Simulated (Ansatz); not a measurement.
**C4H6: a ladder of functionals and wavefunction methods**

The task here is to estimate one member of a computed series from the others.

Computed with Ansatz 0.2.0, Gaussian basis. Level: functionals in def2-TZVPP, the program's frozen cores in correlated methods.

Levels to be run: LDA (SPW92), PBE-D4, revPBE-D4, BLYP-D4, r2SCAN-D4, B97M-V, PBE0-D4, B3LYP-D4, r2SCANh-D4, r2SCAN0-D4, HSE06-D4, BHLYP-D4, CAM-B3LYP-D4, LC-ωPBE, ωB97X-V, ωB97M-V, B2PLYP, PBE-QIDH; CCSD(T)/def2-SVP; CCSD(T)/def2-TZVPP; MP2/def2-QZVPP; extrapolation to the limit; RPA on PBE.

## The relaxed structure

All runs share one geometry, relaxed beforehand with PBE0-D4 in a triple-zeta def2 set.

SMILES `CC1=CC1`, 10 atoms, charge 0, spin multiplicity 1.

Atoms are counted from 1 here; the program's logs count them from 0.

Bond lengths: C1–C2 1.466 Å, C1–H5 1.091 Å, C1–H6 1.094 Å, C1–H7 1.094 Å, C2–C3 1.289 Å, C2–C4 1.499 Å, C3–C4 1.499 Å, C3–H8 1.077 Å, C4–H9 1.092 Å, C4–H10 1.092 Å. Angles: C2–C1–H5 111.7°, C2–C1–H6 110.4°, C2–C1–H7 110.4°, H5–C1–H6 108.8°, H5–C1–H7 108.8°, H6–C1–H7 106.8°, C1–C2–C3 152.0°, C1–C2–C4 143.5°, C3–C2–C4 64.5°, C2–C3–C4 64.5°, C2–C3–H8 150.2°, C4–C3–H8 145.3°, C2–C4–C3 50.9°, C2–C4–H9 119.7°, C2–C4–H10 119.7°, C3–C4–H9 119.8°, C3–C4–H10 119.8°, H9–C4–H10 113.4°.

The first run:

in.yaml

```yaml
crystal:
  periodic: [false, false, false]
  atoms:
    - {symbol: C, position_ang: [-1.043830, 0.759101, -0.695712]}
    - {symbol: C, position_ang: [-0.069312, -0.136878, -0.064982]}
    - {symbol: C, position_ang: [0.402586, -1.309867, 0.185664]}
    - {symbol: C, position_ang: [1.150678, -0.168680, 0.805415]}
    - {symbol: H, position_ang: [-1.788574, 0.204682, -1.269256]}
    - {symbol: H, position_ang: [-1.557490, 1.357567, 0.062629]}
    - {symbol: H, position_ang: [-0.537769, 1.462890, -1.363301]}
    - {symbol: H, position_ang: [0.354824, -2.379458, 0.072295]}
    - {symbol: H, position_ang: [1.055974, 0.024664, 1.876043]}
    - {symbol: H, position_ang: [2.115814, 0.134779, 0.394303]}
basis:
  gaussian: {orbitals: def2-TZVPP}
hamiltonian: {xc: lda}
output: {orbitals: {seedname: orbitals}}
```

Command:

```sh
ansatz run in.yaml --threads 2 --pin off --events-out ev --progress --plain --max-ram 4352MiB
```

Among the steps run: LDA; PBE-D4 (GGA); revPBE-D4 (GGA); BLYP-D4 (GGA); r2SCAN-D4 (meta-GGA); B97M-V (meta-GGA); PBE0-D4 (hybrid); B3LYP-D4 (hybrid); r2SCANh-D4 (hybrid); r2SCAN0-D4 (hybrid); HSE06-D4 (hybrid); BHLYP-D4 (hybrid); CAM-B3LYP-D4 (range-separated); LC-ωPBE (range-separated); ωB97X-V (range-separated); ωB97M-V (range-separated); B2PLYP (double hybrid); PBE-QIDH (double hybrid).

One table of the session follows, with a row left open; its other results are not shown here.

It belongs to the step «Frontier levels by functional». 

```
  functional  HOMO (eV)  LUMO (eV)  gap (eV)
 LDA (SPW92)      -5.79      -0.76      5.03
      PBE-D4      -5.69      -0.54      5.15
   revPBE-D4      -5.64      -0.45      5.19
     BLYP-D4      -5.56      -0.41      5.15
   r2SCAN-D4      -5.84      -0.25      5.59
      B97M-V      -5.87      -0.17      5.71
     PBE0-D4      -6.82       0.53      7.35
    B3LYP-D4      -6.62       0.28      6.90
  r2SCANh-D4      -6.27       0.13      6.41
  r2SCAN0-D4      -6.92       0.70      7.62
    HSE06-D4      -6.42       0.15      6.56
    BHLYP-D4          ?          ?         ?
CAM-B3LYP-D4      -8.15       1.70      9.85
     LC-ωPBE      -9.52       2.91     12.44
     ωB97X-V      -9.15       2.82     11.96
     ωB97M-V      -9.04       2.67     11.71
```

**Question.** Estimate the row for BHLYP-D4.

Worked estimate for «HOMO (eV)». Against the share of exact exchange, BLYP-D4 (0, -5.56), B3LYP-D4 (0.2, -6.62) give a slope of -5.30 per unit share; at 0.5 the line stands at -8.21.

As computed: HOMO (eV): -7.82; LUMO (eV): 1.68; gap (eV): 9.50. In «HOMO (eV)» the line misses by -0.39.
